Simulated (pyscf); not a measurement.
Routes from HO–GeH₃ (SMILES [OH][GeH3]) + HCl (SMILES Cl)

Candidate steps break at most two bonds and form at most two. Each was searched with GFN2-xTB (tblite) first. PySCF, gas phase, ωB97X-D3(BJ)/def2-SVP geometries. Energies: ωB97M-D3(BJ)/def2-TZVP, kcal/mol, from the separated reactants, singlet surface; ΔG‡ with ideal gas, 1 atm, RRHO with modes under 100 cm⁻¹ raised to 100, one conformer, R ln 2 for chiral ones without a mode under 150 cm⁻¹.

```json
[
 {"products": "Cl–GeH₃ + H₂O", "type": "four-centre exchange", "ΔE‡": "8.4", "ΔE": "-11.9", "ΔG‡ 298 K": "20.3", "ΔG‡ 900 K": "41.5", "ν‡ (cm⁻¹)": "178i"},
 {"products": "HO–GeH₂–Cl + H₂", "type": "four-centre exchange", "ΔE‡": "32.8", "ΔE": "-15.7", "ΔG‡ 298 K": "42.7", "ΔG‡ 900 K": "63.1", "ν‡ (cm⁻¹)": "870i"}
]
```

Row 1: On the reactant side the descent ends in a complex, 6.9 kcal/mol under the separated species and 14.2 kcal/mol under the saddle at ωB97X-D3(BJ)/def2-TZVP. On the product side the descent ends in a complex, 4.4 kcal/mol under the separated species and 25.2 kcal/mol under the saddle at ωB97X-D3(BJ)/def2-TZVP. Row 2: On the reactant side the descent ends in a complex (not fully relaxed), 6.8 kcal/mol under the separated species and 38.1 kcal/mol under the saddle at ωB97X-D3(BJ)/def2-TZVP. 

Plain bond fissions and candidates not yet searched are not listed, and one of them may be faster. Each barrier is that of the saddle found; lower ones may exist. Elements up to Kr have no core potential and no relativistic terms here.
